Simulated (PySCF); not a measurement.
Z-matrix (Å, degrees):
```
S
H 1 1.3457
```
Charge 0, spin multiplicity 2.

Task: Give the total energy, dipole moment and highest occupied spin orbital at the level r2SCAN-D4/def2-TZVP (PySCF).

Result: 
```yaml
total_energy: -398.7242 Ha
dipole_moment: 0.91 D
highest_occupied_spin_orbital: -6.40 eV
```
